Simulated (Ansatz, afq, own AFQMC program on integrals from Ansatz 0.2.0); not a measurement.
SiNH2, doublet: AFQMC among the cluster methods

| atom | x (Å) | y (Å) | z (Å) |
| --- | --- | --- | --- |
| Si | 0.0000 | 0.0000 | 0.6455 |
| N | 0.0000 | 0.0000 | -1.0599 |
| H | 0.0000 | 0.8350 | -1.6290 |
| H | 0.0000 | -0.8350 | -1.6290 |

Connectivity, by distances: Si–NH2.

Basis cc-pVDZ. Noble-gas cores (and the filled d shells of Ga–Kr and In–Xe) are frozen. Integrals, coupled cluster, full CI and functionals: Ansatz 0.2.0; the random walks run on the same integrals in our own AFQMC program. The CISD trial takes its coefficients from CCSD amplitudes. Released means that phaseless walkers are propagated on without the constraint, phases kept. Free projection: walkers drawn from exp(T), propagated without any constraint. Its projection time is finite, and what remains of the start isn't in its error. Error bars are statistical, one sigma.

Determinant: UHF, the one that the program's search chose, which needn't be the lowest solution. The geometry is a point of a scan.

No full CI on the walks' own integrals is used here; CCSDT(Q) serves as the reference and is uncertain by about the last step of the cluster series.

The T1 diagnostic is 0.0197 and the weight of the determinant in the CISD state is 0.880. The ⟨S²⟩ of the determinant is 0.772. The size of the correlated space is 11 electrons in 36 orbitals.

```csv
level,correlation energy (eV)
MP2,-6.4728
CCSD,-7.1755
CCSD(T),-7.3836
```

**Question.** Estimate where AFQMC with the constraint released lies against CCSD(T) on the same integrals.

**Answer.** 3.3 ± 2.0 kJ/mol below CCSD(T). The gap is under twice the noise, so this walk alone can't tell the two apart.

Reference: CCSDT(Q), correlation energy -7.423 eV. The released energy is read at 2.40 1/Eh (meV from the phaseless value at times in 1/Eh: 10 ± 14 at 0.24, -18 ± 12 at 0.51, -31 ± 11 at 0.99, -56 ± 14 at 1.62, -25 ± 21 at 2.40).

| level | E − E(reference) (kJ/mol) | share of correlation (%) |
| --- | --- | --- |
| CCSD(T) | 3.8 | 99.47 |
| CCSDT | 1.9 | 99.74 |
| ph-AFQMC/HF | -8.2 ± 6.6 | 101.15 |
| ph-AFQMC/CISD | 3.0 ± 1.3 | 99.59 |
| released AFQMC | 0.6 ± 2.0 | 99.92 |
| free AFQMC | -1.7 ± 2.8 | 100.23 |

Free projections are given only where their last times agree within the noise and don't stop above the reference; a slow remainder of the start can still hide under it. A walk keeps the symmetry of its determinant, which the program's search chose and which needn't be the lowest solution, so a lower state of the same spin and another symmetry isn't excluded. Released energies are given only where the last usable release times agree within the noise; a slower fall can still hide under it.
